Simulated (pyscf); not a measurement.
H₂N–SiH₂–NH₂ -> NH₃ + HN=SiH₂ (elimination; singlet surface; N–Si, H–N broken, H–N formed). Optimised with ωB97X-D3(BJ)/def2-SVP in PySCF. Correlated levels are frozen-core, on RHF or UHF. ΔMP2 is the change of the MP2 total energy from the triple- to the quadruple-zeta basis. Energies in kcal/mol from the reactant's lowest minimum found.

```json
[
 {"level": "B3LYP-D3(BJ)/def2-TZVP", "barrier": "51.8", "reaction energy": "+66.0"},
 {"level": "PBE0-D3(BJ)/def2-TZVP", "barrier": "50.4", "reaction energy": "+69.6"},
 {"level": "HF/def2-TZVP", "barrier": "65.9", "reaction energy": "+72.8"},
 {"level": "MP2/def2-QZVPP", "barrier": "51.7", "reaction energy": "+67.8"},
 {"level": "CCSD/def2-TZVPP", "barrier": "55.5", "reaction energy": "+67.7"},
 {"level": "CCSD(T)/def2-TZVPP", "barrier": "53.0", "reaction energy": "+65.8"},
 {"level": "CCSD(T)/def2-TZVPP + ΔMP2(QZVPP)", "barrier": "53.0", "reaction energy": "+66.5"}
]
```

On the product side the descent ends in an adduct with a N–Si contact, 22.5 kcal/mol under the separated species and 5.3 kcal/mol under the saddle at ωB97X-D3(BJ)/def2-TZVP. At B3LYP-D3(BJ), PBE0-D3(BJ), HF, MP2, CCSD, CCSD(T), CCSD(T) the saddle lies under the separated products, which points to a path from their complex (located at ωB97X-D3(BJ) alone), and parting the products costs more than the saddle. What is counted as broken (N–Si) persists as a longer contact in the product adduct; parting that adduct is a step of its own. HN=SiH₂ lies 18.2 kcal/mol over its isomer H₂N–SiH: [singlet], and others may lie lower still (electronic energy, ωB97M-D3(BJ)). This is the saddle that the search found; another between the same sides may lie lower. The CCSD(T) − MP2 part came from Ansatz, without density fitting, on the same reference.
